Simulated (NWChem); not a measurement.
Species: C4H6; SMILES CC#CC

```xyz
10

C      2.0453    -0.1008    -0.2332
C      0.6016    -0.0295    -0.0676
C     -0.6018     0.0285     0.0667
C     -2.0453     0.1005     0.2333
H      2.5013     0.9018    -0.2121
H      2.3136    -0.5681    -1.1939
H      2.5125    -0.6948     0.5682
H     -2.5722    -0.3320    -0.6320
H     -2.3831     1.1434     0.3409
H     -2.3718    -0.4490     1.1303
```
Atoms are numbered in this order, from 1.

Results from NWChem. Pople sets run with spherical d functions. Geometry: optimised at PBE0/def2-SVP. GIAO values for the isolated, static molecule; σ is the absolute isotropic shielding, δ = σ(reference) − σ with the isolated reference molecule computed at the same levels (13C: tetramethylsilane, 1H: tetramethylsilane).

For level B3LYP/6-31G*:

| Quantity | Value |
|---|---|
| δ C1 (ppm) | 4.6 |
| δ C2 (ppm) | 67.2 |
| δ H5 (ppm) | 1.60 |

Question: How do the values read with level KT2/pcSseg-1 instead?

Answer: The δ C1 (ppm) is 5.7, the δ C2 (ppm) is 72.0 and the δ H5 (ppm) is 1.88.
